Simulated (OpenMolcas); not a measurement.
# One shape, several levels: CH5B− (SMILES [BH2-]C)

Wanted: a comparison of 6 runs (UHF/3-21G, UHF/def2-SVP, UHF/6-311G**, UB3LYP/6-31G*, UPBE0/def2-SVP, ROMP2/def2-SV(P)) of CH5B−. 

The results are computed with OpenMolcas 26.06.

6 further runs of the same task are left out: 3 that didn't finish, 3 set aside as unsound or not needed.

## 1. The structure to begin with

CH5B− has 7 atoms, charge -1, and is taken as a doublet. As SMILES, `[BH2-]C`. The shape is that of a GFN2-xTB optimisation.

Bond lengths: B1–C2 1.642 Å, B1–H3 1.245 Å, B1–H4 1.245 Å, C2–H5 1.102 Å, C2–H6 1.114 Å, C2–H7 1.102 Å. Angles: B1–C2–H5 112.7°, B1–C2–H6 114.9°, B1–C2–H7 112.6°, C2–B1–H3 113.3°, C2–B1–H4 113.3°, H5–C2–H6 104.9°, H5–C2–H7 105.8°, H6–C2–H7 104.9°, H3–B1–H4 112.0°.

## 2. Energy and forces at UHF/3-21G (run 1)

Contents of job.inp:

```
&GATEWAY
BasLib = $CurrDir
Coord
7
angstrom
B       -0.367620      -0.876680       0.296410
C        0.129860       0.657930      -0.010930
H        0.566410      -1.652080       0.572900
H       -1.111250      -1.340120      -0.587590
H        0.713810       1.090030       0.817870
H        0.779370       0.770230      -0.909000
H       -0.710590       1.350700      -0.179660
Basis = 3-21G
Group = NoSym
&SEWARD
&SCF
UHF
Charge = -1
Spin = 2
Thresholds = 1e-10 1e-07 1e-07 1e-05
PrOrbitals = 0
&ALASKA
```

The basis set 3-21G is read from a file made from the Basis Set Exchange's data (not shown).

Launch:

```console
$ export MOLCAS_MEM=1860
$ pymolcas job.inp > job.log
```

Standard output:

```text
--- Start Module: gateway ---
[...]
--- Stop Module: gateway /rc=_RC_ALL_IS_WELL_ ---
[...]
      Basis functions           28
[...]
--- Start Module: scf ---
[...]
       Convergence after  17 Iterations
[...]
::    Total SCF energy                                -65.0119729910
[...]
      Total spin, S                                     0.5040818537
[...]
      Total electronic charge=   17.000000
      Total            charge=   -1.000000
[...]
      Dipole Moment (debye):
      Origin of the operator (angstrom)=   -0.0802   -0.0548    0.1014
                   X=  1.0810E+00               Y=  3.5068E+00               Z= -6.2369E-01           Total=  3.7223E+00
      Center of Charge (angstrom)
[...]
 *              Molecular gradients               *
 **************************************************
  Irreducible representation: a
 ------------------------------------------------------------------------------------------
                              X                       Y                       Z
 ------------------------------------------------------------------------------------------
  B1               -4.42733443410748E-03    8.69975661638933E-03    8.53904155395657E-03
  C2               -5.01956001428283E-03   -1.63185405522968E-02    3.02563327227295E-03
  H3                4.06395589888731E-03   -1.52287074111124E-03   -1.89672310558603E-03
  H4                9.41689358959774E-05   -7.16856837880808E-04   -4.57332403399247E-03
  H5                2.34113686625115E-03    2.42297854494133E-03    2.00967702867438E-03
  H6                5.00775907029616E-03    4.22993233027563E-03   -6.03778946775613E-03
  H7               -2.06012632294184E-03    3.20560063969411E-03   -1.06651524756407E-03
 ------------------------------------------------------------------------------------------
[...]
```

Wall time 1.4 s (1 thread of Intel Xeon 6975P-C (Granite Rapids), shared host); peak memory 0.37 GiB.

## 3. Energy and forces at UHF/def2-SVP (run 2)

Contents of test.inp:

```
* CH5B Hartree-Fock

&GATEWAY
  BasLib=$CurrDir
  BasisSet
  B.def2-SVP....
  B1 -0.367620 -0.876680 0.296410 angstrom
  End of Basis
  BasisSet
  C.def2-SVP....
  C2 0.129860 0.657930 -0.010930 angstrom
  End of Basis
  BasisSet
  H.def2-SVP....
  H3 0.566410 -1.652080 0.572900 angstrom
  H4 -1.111250 -1.340120 -0.587590 angstrom
  H5 0.713810 1.090030 0.817870 angstrom
  H6 0.779370 0.770230 -0.909000 angstrom
  H7 -0.710590 1.350700 -0.179660 angstrom
  End of Basis

&SEWARD

&SCF
  UHF
  Charge=-1
  Spin=2
  Thresholds=1e-10 1e-07 1e-07 1e-05
  PrOrbitals=0

&ALASKA
```

The basis set def2-SVP is read from a file made from the Basis Set Exchange's data (not shown).

Launch:

```console
$ export MOLCAS_MEM=1860
$ pymolcas test.inp > test.log
```

Standard output:

```text
--- Start Module: gateway ---
[...]
--- Stop Module: gateway /rc=_RC_ALL_IS_WELL_ ---
[...]
      Basis functions           53
[...]
--- Start Module: scf ---
[...]
       Convergence after  19 Iterations
[...]
::    Total SCF energy                                -65.3402594489
[...]
      Total spin, S                                     0.5031780880
[...]
      Total electronic charge=   17.000000
      Total            charge=   -1.000000
[...]
      Dipole Moment (debye):
      Origin of the operator (angstrom)=   -0.0802   -0.0548    0.1014
                   X=  1.2993E+00               Y=  3.5646E+00               Z= -9.2309E-01           Total=  3.9047E+00
      Center of Charge (angstrom)
[...]
 *              Molecular gradients               *
 **************************************************
  Irreducible representation: a
 ------------------------------------------------------------------------------------------
                              X                       Y                       Z
 ------------------------------------------------------------------------------------------
  B1               -5.86781514368107E-03    1.22556167322685E-03    8.61941090699481E-03
  C2               -1.57580729583662E-03   -7.07090553645129E-03    5.17322063747244E-04
  H3                1.43300790598899E-03    7.38663221027336E-04   -3.05039694240861E-03
  H4                2.54774540385694E-03    6.00740490982354E-04   -2.20378803076837E-03
  H5                4.74122957282663E-04    4.28547757792108E-04   -4.69033117300732E-05
  H6                3.04916069178107E-03    3.56976515875473E-03   -3.41148513517542E-03
  H7               -6.04145193983108E-05    5.07627234654029E-04   -4.24159550668379E-04
 ------------------------------------------------------------------------------------------
[...]
```

It took 2.2 s on 1 thread of Intel Xeon 6975P-C (Granite Rapids), shared host; peak memory 0.38 GiB.

Runs 3 to 4 aren't shown in full; the table further down has their settings and results.

## 4. Energy and gradient at UPBE0/def2-SVP (run 5)

Contents of job.input:

```
>>> EXPORT MOLCAS_PRINT=2

&GATEWAY
 BasLib
 $CurrDir
 Coord
 7
 angstrom
 B       -0.367620      -0.876680       0.296410
 C        0.129860       0.657930      -0.010930
 H        0.566410      -1.652080       0.572900
 H       -1.111250      -1.340120      -0.587590
 H        0.713810       1.090030       0.817870
 H        0.779370       0.770230      -0.909000
 H       -0.710590       1.350700      -0.179660
 Basis
 def2-SVP
 Group
 NoSym

&SEWARD
 GridInput
 Grid=UltraFine
 End of Grid

&SCF
 UHF
 Charge
 -1
 Spin
 2
 KSDFT
 PBE0
 Thresholds
 1e-10 1e-07 1e-07 1e-05
 PrOrbitals
 1

&ALASKA
```

The basis set def2-SVP is read from a file made from the Basis Set Exchange's data (not shown).

Launch:

```console
$ export MOLCAS_MEM=1860
$ pymolcas job.input > job.log
```

Standard output:

```text
--- Start Module: gateway ---
[...]
--- Stop Module: gateway /rc=_RC_ALL_IS_WELL_ ---
[...]
      Basis functions           53
[...]
--- Start Module: scf ---
[...]
       Convergence after  17 Iterations
[...]
::    Total KS-DFT energy                             -65.7649853692
[...]
      Total spin, S                                     0.5014632078
[...]
      Total electronic charge=   17.000000
      Total            charge=   -1.000000
[...]
      Dipole Moment (debye):
      Origin of the operator (angstrom)=   -0.0802   -0.0548    0.1014
                   X=  1.3072E+00               Y=  3.5215E+00               Z= -9.4603E-01           Total=  3.8735E+00
      Center of Charge (angstrom)
[...]
 *              Molecular gradients               *
 **************************************************
  Irreducible representation: a
 ------------------------------------------------------------------------------------------
                              X                       Y                       Z
 ------------------------------------------------------------------------------------------
  B1               -8.38060025553733E-03   -4.67209736030494E-03    1.06719985561103E-02
  C2                3.21058356614423E-03    5.86099566737297E-03   -2.93209095550567E-03
  H3                1.13404519407068E-03    1.28850436440731E-03   -3.89017807406605E-03
  H4                3.55331028105033E-03    9.08811185881264E-04   -2.14801333903369E-03
  H5               -2.51975857465769E-03   -2.09225808306446E-03   -3.71699046592822E-03
  H6               -6.40112242394464E-04    1.93278990020918E-03    1.41946620974220E-03
  H7                3.64253203131693E-03   -3.22674567451209E-03    5.95808068670156E-04
 ------------------------------------------------------------------------------------------
[...]
```

Wall time 18 s (1 thread of Intel Xeon 6975P-C (Granite Rapids), shared host); peak memory 0.38 GiB.

## 5. The energy at ROMP2/def2-SV(P) (RICD fitting) (run 6)

Contents of calc.inp:

```
&GATEWAY
  BasLib=$CurrDir
  Coord
  7
  angstrom
  B       -0.367620      -0.876680       0.296410
  C        0.129860       0.657930      -0.010930
  H        0.566410      -1.652080       0.572900
  H       -1.111250      -1.340120      -0.587590
  H        0.713810       1.090030       0.817870
  H        0.779370       0.770230      -0.909000
  H       -0.710590       1.350700      -0.179660
  Basis=def2-SVP
  Group=NoSym
  RICD

&SEWARD

&SCF
  UHF
  Charge=-1
  Spin=2
  Iterations=78
  Core
  PrOrbitals=1 2

&RASSCF
  FileOrb=$Project.UnaOrb
  Spin=2
  Nactel=1 0 0
  Inactive=8
  Ras2=1
  OutOrbitals=Canonical
  OrbListing=Few

&CASPT2
  IPEA=0.0
  Frozen=2
```

The basis set def2-SV(P) is read from a file made from the Basis Set Exchange's data (not shown).

Launch:

```console
$ export MOLCAS_MEM=800
$ pymolcas calc.inp > calc.log
```

Standard output:

```text
--- Start Module: gateway ---
[...]
--- Stop Module: gateway /rc=_RC_ALL_IS_WELL_ ---
[...]
      Basis functions           38
[...]
       Convergence after  16 Iterations
[...]
::    Total SCF energy                                -65.3278960722
[...]
      Total spin, S                                     0.5032085398
[...]
--- Start Module: rasscf ---
[...]
      Number of active orbitals                  1
[...]
      Spin quantum number                      0.5
[...]
      Active orbitals                            1
[...]
      Number of CSFs                             1
[...]
      Number of root(s) required                 1
[...]
      Convergence after  7 iterations
[...]
      printout of CI-coefficients larger than  0.05 for root  1
      energy=     -65.326178
      conf/sym  1     Coeff  Weight
             1  u   1.00000 1.00000
      Natural orbitals and occupation numbers for root  1
      sym 1:   1.000000
      ************************************************************************************************************************
      *                                                    Final results                                                     *
[...]
::    RASSCF root number  1 Total energy:    -65.32617842
[...]
      Total electronic charge=   17.000000
      Total            charge=   -1.000000
[...]
      Dipole Moment (debye):
      Origin of the operator (angstrom)=   -0.0802   -0.0548    0.1014
                   X=  1.3332E+00               Y=  3.5906E+00               Z= -9.6497E-01           Total=  3.9498E+00
      Center of Charge (angstrom)
[...]
--- Stop Module: rasscf /rc=_RC_ALL_IS_WELL_ ---
--- Start Module: caspt2 ---
[...]
      E2 (Variational):          -0.2140498355
      Total energy:             -65.5402282514
[...]
      Reference weight:           0.92062
[...]
::    CASPT2 Root  1     Total energy:    -65.54022825
[...]
```

Wall time 1.9 s (1 thread of Intel Xeon 6975P-C (Granite Rapids), shared host).

## 6. Overview of the runs

```
run                                level  integration grid  integral approximation  energy (Eh)  HOMO energy (eV)  LUMO energy (eV)   ⟨S²⟩  wall time
  1                            UHF/3-21G                 –                    none   -65.011973             -0.05             11.32  0.758      1.4 s
  2                         UHF/def2-SVP                 –                    none   -65.340259             -0.36              9.98  0.756      2.2 s
  3                         UHF/6-311G**                 –                    none   -65.403047             -0.45              9.28  0.757      3.6 s
  4  UB3LYP/6-31G* (spherical functions)         UltraFine                    none   -65.895511              3.33              7.03  0.752       14 s
  5                       UPBE0/def2-SVP         UltraFine                    none   -65.764985              2.37              6.42  0.753       18 s
  6      ROMP2/def2-SV(P) (RICD fitting)                 –                    RICD   -65.540228                 –                 –      –      1.9 s
```

## 7. Summary of results

| quantity | value |
| --- | --- |
| run 6: total energy | -65.54023 Eh |

In words: Totals of different functionals can't be ranked against each other. In runs 4, 5 the HOMO lies above zero, so the outermost electron may be held by the basis alone. All runs together took 41 s, the longest 18 s.
